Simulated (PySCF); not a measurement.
O2, SMILES O=O (connectivity only; charge and spin as stated), charge +1, multiplicity 2. Atoms are numbered in the order given.

```xyz
2

O      0.0000     0.0000    -0.5529
O      0.0000     0.0000     0.5529
```
Charge +1, spin multiplicity 2.

The structure is a stationary point at B3LYP-D3(BJ)/def2-TZVPD.

Calculation: PySCF with ωB97X/def2-TZVPD.

The molecule is in vacuum.

total energy: -149.90106 hartree
point group: D∞h
α spin, highest occupied and lowest empty level: -22.74 and -13.43 eV
β spin, highest occupied and lowest empty level: -29.35 and -12.88 eV
dipole moment about the centre of nuclear charge: 0.00 D
mean static polarisability: 6.5 bohr³ (0.96 Å³)
polarisability, principal values: 5.0, 5.1, 9.4 bohr³
⟨S²⟩: 0.753 (pure state 0.75)
